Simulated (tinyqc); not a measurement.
The integration grid: Kohn-Sham SCAN on finer and finer grids in the sto-6g basis, for CO, spin multiplicity 1. Computed by the program tinyqc with PySCF. Self-consistent on each grid; the net force on the molecule should vanish.

Geometry (angstrom):
```
atom       x       y       z
C     0.0000  0.0000  0.0000
O     0.0000  0.0000  1.1570
```

Kohn-Sham energy on Becke grids (radial x angular points per atom):
```
grid       points  residual of the electron count  E (hartree)  E - finest (mhartree)  largest net force without grid terms (hartree/bohr)
10 x 14       273                        8.80e-05  -112.782476              58.024780                                             3.02e-01
15 x 26       769                        1.52e-02  -112.828963              11.538132                                             3.36e-01
20 x 50      1985                       -3.19e-05  -112.850689             -10.188178                                             1.51e-01
30 x 86      5139                       -5.36e-05  -112.839447               1.053723                                             2.25e-02
50 x 194    19364                        9.71e-07  -112.842364              -1.862569                                             7.33e-02
75 x 302    45245                        1.17e-07  -112.839489               1.011787                                             7.53e-02
120 x 590  141369                       -2.41e-09  -112.840501               0.000000                                             9.16e-03
```

What does the comparison show, and why?

The energy is within 0.1 mhartree of the finest grid first at 120 x 590. The error has both signs, since quadrature is not variational. The electron count and the net force are cheap signs of a poor grid.
